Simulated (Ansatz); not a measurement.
A made-up structure of AlHSO, singlet:

```xyz
4
angstrom
O 1.0662 -0.8923 0.4909
Al -0.1006 0.4355 -0.2508
S -0.8289 -1.4890 0.8888
H -0.1368 1.9458 -1.1289
```

It is relaxed with PBE-D4/def2-SVP and then PBE0-D4/def2-TZVP (Ansatz 0.2.0). Atoms count as bonded within 1.22 times the sum of their covalent radii (H–H: 0.88 Å). The end point is not checked to be a true minimum.

Problem. Does its bonding change? (Judge from chemistry; the calculation decides.)

Solution. The calculation gives: No: no bond forms or breaks.

Where it ends: The first stage lowers the energy by 0.76 eV in 5 steps. It ends as AlHSO ([O]1[AlH][S]1):
```json
{"atom": "O1", "x (Å)": "0.9520", "y (Å)": "-0.7968", "z (Å)": "0.4384"}
{"atom": "Al2", "x (Å)": "-0.0898", "y (Å)": "0.3888", "z (Å)": "-0.2239"}
{"atom": "S3", "x (Å)": "-0.7400", "y (Å)": "-1.3293", "z (Å)": "0.7935"}
{"atom": "H4", "x (Å)": "-0.1222", "y (Å)": "1.7373", "z (Å)": "-1.0079"}
```

Labels in which every atom is bracketed show which atoms are joined, not bond orders.

For scale, one of the runs: PBE0-D4/def2-TZVP relaxation, 111 basis functions, launched by `ansatz run in.yaml --threads 2 --pin off --events-out ev --progress --plain --max-ram 4352MiB`. Hardware: 2 CPU threads of an Arm Neoverse V1, shared host. Wall time about 12 s.
